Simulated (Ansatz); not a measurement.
# CH₃S+ (triplet): wave-function methods side by side, cc-pVDZ

How much of the correlation energy of CH₃S+ (triplet) does each wave-function method recover here?

Method: cc-pVDZ, core rule «outside noble gas», up to 6 orbitals frozen; program: Ansatz 0.2.0, Gaussian basis.

To be run: UHF; CCSD(T) on ROHF; CCSD(T) on UHF; BCCD(T) on ROHF; CISD; CCSDT(Q) on ROHF; CCSDT(Q) on UHF; CASSCF and NEVPT2, 12 electrons in 11 orbitals.

19 further runs of the same task are left out: 8 that didn't finish, 11 set aside as unsound or not needed.

### Step 1. The geometry

The geometry is a PBE0/def2-TZVP stationary point (not a proven minimum) of the parent state, kept for this charge and spin.

5 atoms, charge 1, spin multiplicity 3.

Atoms are counted from 1 here; the program's logs count them from 0.

Bond lengths: C1–S2 1.782 Å, C1–H3 1.096 Å, C1–H4 1.091 Å, C1–H5 1.091 Å. Angles: S2–C1–H3 106.4°, S2–C1–H4 111.9°, S2–C1–H5 111.9°, H3–C1–H4 107.7°, H3–C1–H5 107.7°, H4–C1–H5 110.9°.

### Step 2. UHF

Input file in.yaml:

```yaml
crystal:
  periodic: [false, false, false]
  atoms:
    - {symbol: C, position_ang: [-0.007272, -0.000001, 1.189056]}
    - {symbol: S, position_ang: [-0.000232, 0.000000, -0.592809]}
    - {symbol: H, position_ang: [1.043518, 0.000004, 1.502027]}
    - {symbol: H, position_ang: [-0.474742, 0.898302, 1.593877]}
    - {symbol: H, position_ang: [-0.474733, -0.898309, 1.593876]}
basis:
  gaussian: {orbitals: cc-pVDZ}
total_charge: 1
magnetization: {spin_polarized: true, initial_magnetization: 2}
hamiltonian: {xc: hf}
output: {orbitals: {seedname: orbitals}}
```

The run is started by

```console
$ ansatz run in.yaml --threads 1 --pin off --events-out ev --progress --plain --max-ram 2393MiB
```

The runs that follow: CCSD(T) on ROHF; CCSD(T) on UHF; BCCD(T) on ROHF; CISD; CCSDT(Q) on ROHF; CCSDT(Q) on UHF; CASSCF and NEVPT2, 12 electrons in 11 orbitals.

**Question.** What will the summary of the whole plan be? Wanted: UCCSDT(Q) below the RHF energy; RMP2 from UCCSDT(Q); UMP2 from UCCSDT(Q); RCCSD from UCCSDT(Q); RCCSD(T) from UCCSDT(Q); UCCSD(T) from UCCSDT(Q); RCCSDT(Q) from UCCSDT(Q); NEVPT2 valence from UCCSDT(Q); T1 diagnostic.

**Answer**, as computed:

```
                         quantity                                                   value
   UCCSDT(Q) below the RHF energy                                              -7.6461 eV
              RMP2 from UCCSDT(Q)                                         +27.33 kcal/mol
              UMP2 from UCCSDT(Q)                                         +27.88 kcal/mol
             RCCSD from UCCSDT(Q)                                          +5.30 kcal/mol
          RCCSD(T) from UCCSDT(Q)                                          +0.81 kcal/mol
          UCCSD(T) from UCCSDT(Q)                                          +0.79 kcal/mol
         RCCSDT(Q) from UCCSDT(Q)                                          +0.02 kcal/mol
    NEVPT2 valence from UCCSDT(Q)                                         +27.26 kcal/mol
levels within 1 kcal/mol (43 meV)  RCCSD(T), UCCSD(T), BCCD(T), RCCSDT, UCCSDT, RCCSDT(Q)
                    T1 diagnostic                                                   0.021
   effectively unpaired electrons                                                    2.02
```

**Reading.** RCCSD(T) lands +0.81 kcal/mol from the yardstick (0.5 % of the correlation energy). One determinant dominates. These misses are within one basis, not against nature; the frozen cores of restricted and unrestricted runs differ, which can shift their rows.
